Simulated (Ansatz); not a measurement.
Born–Oppenheimer molecular dynamics of CH7BO (10 atoms, charge 0, multiplicity 1). It starts at the highest image of a converged band. Of that band: Neighbouring images differ by up to 1.7 eV, so the band resolves the path poorly. A vibrational analysis at the climbing image gives 2 clearly imaginary modes (1194i, 280i cm⁻¹): a point of higher order, so a lower path passes nearby.

Method: RKS B3LYP-D4/def2-SVP in Ansatz.

- ensemble: NVE (velocity Verlet)
- time step: 0.5 fs
- steps asked: 200
- starting velocities drawn for: 100 K
- seed: 10614

First frame:

```xyz
10
Properties=species:S:1:pos:R:3
B -0.062 -0.336 0.149
C -0.004 -0.054 1.904
H -0.965 -0.144 2.433
H 0.793 -0.542 2.490
H 0.258 1.010 1.822
O 1.134 0.021 -0.495
H 1.770 -0.687 -0.625
H -1.110 0.134 -0.219
H -0.324 -1.658 0.086
H -0.129 -1.267 1.038
```

Task: How far do the bonds stretch over the last three quarters of this one trajectory? (Pairs bonded in most of those frames.)

Result: 
| bond | mean (Å) | spread (Å) | shortest | longest |
| --- | --- | --- | --- | --- |
| B1–O6 | 1.366 | 0.009 | 1.35 | 1.40 |
| B1–H8 | 1.210 | 0.016 | 1.18 | 1.23 |
| B1–H9 | 1.218 | 0.007 | 1.21 | 1.23 |
| C2–H3 | 1.101 | 0.016 | 1.06 | 1.14 |
| C2–H4 | 1.102 | 0.017 | 1.06 | 1.15 |
| C2–H5 | 1.103 | 0.036 | 1.05 | 1.16 |
| C2–H10 | 1.113 | 0.058 | 1.02 | 1.21 |
| O6–H7 | 0.968 | 0.009 | 0.95 | 0.98 |

Mean temperature of the second half: 1825 K. The conserved energy stayed within 0.18 meV per atom of its start (net change -0.045 meV per atom), so the integration is sound. The kinetic energy rose, since the run started high on the potential surface and went downhill. It ends in pieces (BH3O + CH4), so much of that is their flight and rotation, not heat. A run of 0.1 ps of so small a system gives no equilibrium averages. The orbitals stay closed-shell, which can raise the energy where a bond breaks towards radicals; this wasn't checked here.

Run time: 6.9 min on 1 thread of Arm Neoverse V1, with other jobs on the host, peak memory 0.16 GiB.
